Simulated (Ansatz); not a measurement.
System: antiferromagnetic (type II) rock-salt MnS. Method: HSE06 (Ansatz, an electronic-structure program, PAW).

Run with plane-wave cutoff 520 eV, 6×6×6 k mesh, Fermi–Dirac smearing 0.01 eV, spin-polarised with opposed moments, scalar-relativistic PAW data made under PBE.

Starting structure:

```xyz
4
Lattice="5.2200 2.6100 2.6100 2.6100 5.2200 2.6100 2.6100 2.6100 5.2200" Properties=species:S:1:pos:R:3 pbc="T T T"
Mn     0.0000     0.0000     0.0000
Mn     5.2200     5.2200     5.2200
S      2.6100     2.6100     2.6100
S      7.8300     7.8300     7.8300
```

Q: Into what structure does the relaxation of cell and atoms lead at this level, with the symmetry of the start kept?

A: The volume decreases by 0.8 %; final space group R-3m.
```xyz
4
Lattice="5.1958 2.5878 2.5878 2.5878 5.1958 2.5878 2.5878 2.5878 5.1958" Properties=species:S:1:pos:R:3 pbc="T T T"
Mn     0.0000     0.0000     0.0000
Mn     5.1857     5.1857     5.1857
S      2.5928     2.5928     2.5928
S      7.7785     7.7785     7.7785
```
